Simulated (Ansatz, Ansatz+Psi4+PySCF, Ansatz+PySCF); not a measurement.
```xyz
10

C     0.0177    0.5456    0.0000
C     0.0177   -0.1980    1.2916
C     0.0177   -0.1980   -1.2916
H    -0.3194    1.5771    0.0000
H     0.2249    0.4609    2.1385
H     0.2249    0.4609   -2.1385
H    -0.9692   -0.6917    1.4881
H     0.7707   -0.9936    1.2862
H     0.7707   -0.9936   -1.2862
H    -0.9692   -0.6917   -1.4881
```

Basis set: cc-pVTZ (spherical functions). Correlated methods keep 3 orbitals frozen. Correlation on ROHF uses semicanonical orbitals with singles. Charge 0, multiplicity 2.

Computed with Ansatz (development build ahead of 0.2.0); each method stands on the lowest determinant of its kind that the runs found.

Task: Give the atomization energy at this shape (free ground-state atoms in the same class of orbitals less the molecule, no zero-point energy) of doublet C₃H₇ by ROHF-MP2, UHF-MP2.

Result:

| method | atomization energy |
| --- | --- |
| ROHF-MP2 | 38.37 eV |
| UHF-MP2 | 38.34 eV |
